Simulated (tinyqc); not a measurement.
Stretching all distances: RHF, UHF, MP2, CISD and CCSD against full CI in the sto-6g basis, for HF, spin multiplicity 1. Computed by the program tinyqc with PySCF. All coordinates are multiplied by the scale. c0^2 is the weight of the RHF determinant in the lowest singlet FCI state (UHF is spin-contaminated and may lie near states of higher spin) and n(LUMO) the first natural occupation beyond the occupied space.

Geometry (angstrom):
```
atom       x       y       z
F     0.0000  0.0000  0.0000
H     0.0000  0.0000  0.8900
```

Full CI energy (hartree) and errors against it (kcal/mol):
```
scale  distance 1-2 (angstrom)     E(FCI)      RHF     UHF     MP2   CISD   CCSD  <S^2> UHF   c0^2  n(LUMO)
0.910                    0.810  -99.48498   11.793  11.793   3.513  0.000  0.000      0.000  0.991    0.018
1.160                    1.032  -99.53100   22.559  22.559   8.162  0.000  0.000      0.000  0.974    0.050
1.400                    1.246  -99.49841   38.704  37.258  15.882  0.000  0.000      0.186  0.940    0.118
1.640                    1.460  -99.45561   61.178  31.588  26.959  0.000  0.000      0.667  0.881    0.235
1.890                    1.682  -99.42151   89.953  18.219  40.243  0.000  0.000      0.867  0.797    0.402
2.140                    1.905  -99.40153  120.373   8.759  51.263  0.000  0.000      0.947  0.710    0.575
2.380                    2.118  -99.39196  147.181   3.943  55.985  0.000  0.000      0.978  0.641    0.713
2.620                    2.332  -99.38755  169.502   1.683  53.435  0.000  0.000      0.991  0.591    0.813
2.870                    2.554  -99.38559  187.630   0.669  43.602  0.000  0.000      0.997  0.556    0.883
```

What does the comparison show, and why?

UHF parts from RHF first at scale 1.4 of those listed, where <S^2> leaves zero. The weight c0^2 goes from 0.99 to 0.56 and n(LUMO) from 0.02 to 0.88: static correlation grows as the bonds break into open-shell fragments. The spread of the error along the curve, which distorts its shape, is CISD 0.0, CCSD 0.0, UHF 36.6, MP2 52.5, RHF 175.8 kcal/mol. With one virtual orbital CISD and CCSD are exact.
